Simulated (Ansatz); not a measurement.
Rock-salt MgS, treated with RPBE (Ansatz, a program for electronic structure, plane waves, PAW).

Settings: plane-wave cutoff 520 eV, 12×12×12 k mesh, Fermi–Dirac smearing 0.01 eV, scalar-relativistic PAW data made under PBE.

Response to compression and expansion:

| V (Å³/atom) | P (GPa) | direct gap at Γ (eV) | smallest gap on the k mesh (eV) |
|---|---|---|---|
| 17.301 | 4.86 | 4.028 | 2.982 |
| 17.669 | 3.07 | 3.861 | 2.938 |
| 18.037 | 1.45 | 3.702 | 2.894 |
| 18.405 | -0.01 | 3.550 | 2.851 |
| 18.773 | -1.32 | 3.405 | 2.807 |
| 19.141 | -2.52 | 3.266 | 2.764 |
| 19.509 | -3.59 | 3.134 | 2.721 |

The fundamental gap (2.85 eV at the equilibrium volume, with added k points) lies elsewhere than Γ–Γ.
